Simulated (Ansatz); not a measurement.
Mulliken charges of `O=C1OCS1` from ωB97M-V/def2-TZVPP in Ansatz (PBE0-D4/def2-TZVP geometry).

```csv
atom,x (Å),y (Å),z (Å),charge (e)
O1,-2.187,-0.904,-0.056,-0.245
C2,-1.067,-0.543,-0.005,0.246
O3,-0.573,0.693,-0.274,-0.213
C4,0.809,0.421,-0.017,-0.061
S5,0.494,-1.311,0.410,-0.015
H6,1.178,1.022,0.812,0.143
H7,1.408,0.554,-0.917,0.143
```

Task: By hand: the dipole of these point charges (1 e Å = 4.8032 D).

Result: Σ q r = (0.708, 0.160, 0.051) e Å, of length 0.728 e Å = 3.50 D.

Task: How does the dipole of the full density compare? (An estimate is asked.)

Result: The calculation gave: (0.761, 0.205, 0.045) e Å, 3.79 D; the point charges give 0.92 times that, at 2° from its direction.

Point charges leave out the atoms' own dipoles, such as those of lone pairs, and Mulliken's split depends on the basis, so the close match here is no proof of good charges.
